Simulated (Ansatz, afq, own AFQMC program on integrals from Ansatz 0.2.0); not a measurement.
**SiO, triplet in 6-31G, levels against full CI**

```yaml
atoms:
  - { symbol: Si, position_ang: [0.0000, 0.0000, 0.0000] }
  - { symbol: O, position_ang: [0.0000, 0.0000, 4.6730] }
```

Basis 6-31G. Only valence electrons are correlated. Ansatz 0.2.0 and our own AFQMC program on the same integrals; the CISD trial comes from CCSD amplitudes, and released means the phaseless constraint is let go. ± is one standard error of the sampling.

Determinant: UHF, the one that the program's search chose, which needn't be the lowest solution. The geometry is a point of a scan.

Full CI on the same integrals is exact in this basis and with this determinant's frozen core.

Cautions: lower spins were not checked; strong correlation (T1 0.004, weight of the determinant 0.58, largest double 0.80); unrestricted determinant spin contaminated (⟨S²⟩ 3.00 against 2.00); the CCSD(T) amplitudes may be one of several solutions (largest double 0.80); the CCSDT(Q) amplitudes may be one of several solutions (largest double 0.96); the released energy hasn't reached full CI (56 meV above it at 1.62 1/Eh, later times being too noisy to tell), so no released level is given (meV from the phaseless value at times in 1/Eh: 10 ± 4 at 0.24, 1 ± 4 at 0.51, 5 ± 5 at 0.99, -6 ± 7 at 1.62, 1142 ± 1148 at 2.40); the next higher spin lies close (within 5 meV by full CI); the determinant fills πx and πy unequally, so it mixes two states of the linear molecule, and each level undoes that mixture to a different degree, while full CI gives the lower state; walk and cluster series may follow different spin states.

```
T1 diagnostic                               : 0.0036
weight of the determinant in the CISD state : 0.577
⟨S²⟩ of the determinant                     : 3.004
size of the correlated space                : 10 electrons in 16 orbitals
```

```tsv
level	correlation energy (eV)
MP2	-1.7840
CCSD	-2.6673
CCSD(T)	-2.7580
```

Question: Estimate where full CI lies against CCSD(T) on the same integrals.

Answer: 0.47 kcal/mol below CCSD(T).

Reference: full CI, correlation energy -2.779 eV. The cautions show a poor starting determinant, so the rows tell how each method copes with it here, and full CI is the sure value.

```json
{"level": "CCSD(T)", "E − E(reference) (kcal/mol)": "0.47", "share of correlation (%)": "99.26"}
{"level": "CCSDT", "E − E(reference) (kcal/mol)": "0.13", "share of correlation (%)": "99.80"}
{"level": "CCSDT(Q)", "E − E(reference) (kcal/mol)": "0.08", "share of correlation (%)": "99.87"}
{"level": "ph-AFQMC/CISD", "E − E(reference) (kcal/mol)": "1.42 ± 0.11", "share of correlation (%)": "97.79"}
```

CCSDT and higher add their correlation energy to the determinant of the CCSD(T) run, since their own runs factorise the integrals more tightly (a shift of under 2 meV).
